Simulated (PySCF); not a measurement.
# Curvature of the energy in the electron number along group 15

Calculated with PySCF 2.14, in def2-TZVP, non-relativistic, def2-TZVP with the def2 core potential (28 electrons), ECP, def2-TZVP with the def2 core potential (60 electrons), ECP: one orbital is emptied in steps, and each cell gives the departure of E from the straight line at half an electron, in eV (from a cubic fit). The exact functional gives zero.

| species | orbital | LDA | PBE | r2SCAN | PBE0 | BHandHLYP | LC-wPBE | wB97X | UHF |
| --- | --- | --- | --- | --- | --- | --- | --- | --- | --- |
| N | 2p alpha | -1.70 | -1.65 | -1.48 | -1.14 | -0.64 | -0.42 | -0.48 | 0.37 |
| P | 3p alpha | -1.10 | -1.07 | -0.97 | -0.76 | -0.46 | -0.07 | -0.15 | 0.18 |
| As | 4p alpha | -1.04 | -1.01 | -0.94 | -0.72 | -0.45 | -0.06 | -0.13 | 0.14 |
| Sb | 5p alpha | -0.92 | -0.89 | -0.82 | -0.63 | -0.40 | -0.01 | -0.08 | 0.12 |
| Bi | 6p alpha | -0.88 | -0.86 | -0.79 | -0.61 | -0.40 | 0.00 | -0.07 | 0.11 |

**Question.** How does the mean departure depend on the functional?

**Answer.** LDA -1.13 eV; PBE -1.09 eV; r2SCAN -1.00 eV; PBE0 -0.77 eV; BHandHLYP -0.47 eV; LC-wPBE -0.11 eV; wB97X -0.18 eV; UHF 0.18 eV. Semilocal functionals are convex (delocalisation error), Hartree-Fock is concave or straight, and exact exchange removes curvature roughly in proportion to its share, so among the functionals the range-separated hybrids usually come closest to zero.

No spin-orbit coupling is included.
